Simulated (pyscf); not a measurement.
A first-order saddle from PySCF, ωB97X-D3(BJ)/def2-SVP:

```
In
F 1 1.9278
F 1 1.9278 2 129.97
F 1 2.1269 2 111.04 3 -146.24
H 4 1.1613 1 76.31 2 -103.78
F 5 1.1616 4 144.73 1 -0.01
```

Surface: singlet, charge 0. Lowest wavenumbers (cm⁻¹): 310i, 89, 108, 125, 168.

Which two sides does it connect, and which bonds change?

F–In(F)–F (SMILES [F][In]([F])[F]) + HF (SMILES F) <-> HF (SMILES F) + F–In(F)–F (SMILES [F][In]([F])[F]), a four-centre exchange read from left to right: F–In, F–H broken and F–H, F–In formed. At CCSD(T)/def2-TZVPP + ΔMP2(QZVPP) it lies -12.8 kcal/mol from the left side and -12.8 kcal/mol from the right (each side as separated species at their lowest minima found). On the reactant side the descent ends in an adduct with a F–In contact, 16.1 kcal/mol under the separated species and 1.8 kcal/mol under the saddle at ωB97X-D3(BJ)/def2-TZVP. On the product side the descent ends in an adduct with a F–In contact, 16.1 kcal/mol under the separated species and 1.9 kcal/mol under the saddle at ωB97X-D3(BJ)/def2-TZVP. At CCSD(T) the saddle lies under the separated reactants, which points to a path from their complex (located at ωB97X-D3(BJ) alone). At CCSD(T) the saddle lies under the separated products, which points to a path from their complex (located at ωB97X-D3(BJ) alone). What is counted as formed (F–In) is already present as a longer contact in the reactant adduct; forming that adduct is a step of its own. What is counted as broken (F–In) persists as a longer contact in the product adduct; parting that adduct is a step of its own. One saddle was located; it need not be the lowest between these sides. The CCSD(T) − MP2 part came from Ansatz, without density fitting, on the same reference. The frozen core leaves the outer d or s,p core shells of the metals and heavy elements correlated in the MP2 and CC values, and def2-TZVPP describes them poorly, which can shift differences by a few kcal/mol. Elements past Kr carry the def2 core potentials, without spin-orbit coupling.
